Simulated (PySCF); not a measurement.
These are PBE-D3(BJ)/def2-TZVP // B3LYP-D3(BJ)/def2-TZVP (PySCF) values and carry that method's errors. All species are isolated molecules in the gas phase. 

Reference species (SMILES): `[C](C)C` (near-degenerate triplet) (neutral, multiplicity 3).

- highest occupied spin orbital = -3.98 eV

Changed species: `[C-]#[N+][C]C` (near-degenerate triplet) (X = isocyano, multiplicity 3; the reference has X = methyl, multiplicity 3).

Task: Predict the effect on the highest occupied spin orbital.

Result: the highest occupied spin orbital decreases by 1.24 eV, to -5.22 eV.
